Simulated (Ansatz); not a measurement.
# SiPHO (triplet): the correlation ladder, cc-pVTZ

The task here is to estimate one member of a computed series from the others.

Method: cc-pVTZ, core rule «outside noble gas», up to 11 orbitals frozen; program: Ansatz 0.2.0, Gaussian basis.

The runs, in order: UHF; CCSD(T) on ROHF; CCSD(T) on UHF; BCCD(T) on ROHF; CCSDT(Q) on ROHF; CCSDT(Q) on UHF.

4 further runs of the same task are left out: 4 set aside as unsound or not needed. Runs told in other sessions of the task aren't counted.

## The system

The geometry is a PBE0/def2-TZVP stationary point (not a proven minimum) of the parent state, kept for this charge and spin.

4 atoms, charge 0, spin multiplicity 3.

Atoms are counted from 1 here; the program's logs count them from 0.

Bond lengths: O1–P2 1.645 Å, O1–H4 0.963 Å, P2–Si3 2.060 Å. Angles: P2–O1–H4 109.6°, O1–P2–Si3 125.1°.

The first run:

Input file in.yaml:

```yaml
crystal:
  periodic: [false, false, false]
  atoms:
    - {symbol: O, position_ang: [0.000000, -0.521046, 1.739195]}
    - {symbol: P, position_ang: [0.000000, 0.453078, 0.414013]}
    - {symbol: Si, position_ang: [0.000000, -0.203511, -1.538378]}
    - {symbol: H, position_ang: [0.000000, 0.018464, 2.536335]}
basis:
  gaussian: {orbitals: cc-pVTZ}
magnetization: {spin_polarized: true, initial_magnetization: 2}
hamiltonian: {xc: hf}
output: {orbitals: {seedname: orbitals}}
```

Run with:

```bash
> ansatz run in.yaml --threads 1 --pin off --events-out ev --progress --plain --max-ram 4096MiB --backend cpu
```

Among the steps run: UHF; CCSD(T) on ROHF; CCSD(T) on UHF; BCCD(T) on ROHF; CCSDT(Q) on ROHF; CCSDT(Q) on UHF.

One table of the session follows, with a row left open; its other results are not shown here.

| method | from UCCSDT(Q) (meV) |
| --- | --- |
| ROHF | +13905.1 |
| UHF | +13689.0 |
| RMP2 | +1507.2 |
| UMP2 | +1588.8 |
| RCCSD | +721.5 |
| UCCSD | +713.9 |
| RCCSD(T) | +88.7 |
| UCCSD(T) | +92.6 |
| BCCD(T) | +84.1 |
| RCCSDT | +46.4 |
| UCCSDT | +45.2 |
| RCCSDT(Q) | ? |
| UCCSDT(Q) | 0 |

**Question.** Estimate the row for RCCSDT(Q).

**Answer.** from UCCSDT(Q) (meV): +6.1. In the column «from UCCSDT(Q) (meV)» it lies between UCCSDT(Q) (0) and UCCSDT (+45.2).

Limits of these values: Restricted and unrestricted rows rest on different reference determinants; a gap between their highest levels can come from leftover correlation error, from unlike frozen cores or from another state.
